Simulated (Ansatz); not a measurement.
bcc Nb was calculated with r²SCAN in Ansatz (PAW).

Settings: plane-wave cutoff 600 eV, 28×28×28 k mesh, Fermi–Dirac smearing 0.058 eV (set by the program), no spin polarisation, scalar-relativistic PAW data made under PBE.

The cell has the measured lattice: a = b = c = 3.300 Å, α = β = γ = 90.00°.

Problem. Estimate the elastic constant C11, polycrystal shear modulus (Hill average), elastic constant C12, elastic constant C44 and Voigt–Reuss–Hill bulk modulus that the calculation returns.

Solution. 
elastic constant C11: 253 GPa
polycrystal shear modulus (Hill average): 22.6 GPa
elastic constant C12: 137 GPa
elastic constant C44: 10.6 GPa
Voigt–Reuss–Hill bulk modulus: 176 GPa

Measured, for comparison: elastic constant C11 253 GPa, elastic constant C12 133 GPa, elastic constant C44 30.8 GPa (4 K, zero-point motion not removed; as tabulated in Wang et al. (2022), arXiv:2209.12322). Computed (rounded) less measured: elastic constant C11 0.0 %, elastic constant C12 +3 %, elastic constant C44 -66 %.

Note: the shear constants of this metal are likely not converged at this k mesh and smearing; the cell isn't this level's own, so it is under some stress, which shifts stiffness and frequencies.

Elastic constants are with the ions relaxed.

Computing time: about 11 core-minutes (a rough figure).

Ansatz is a first-principles code.
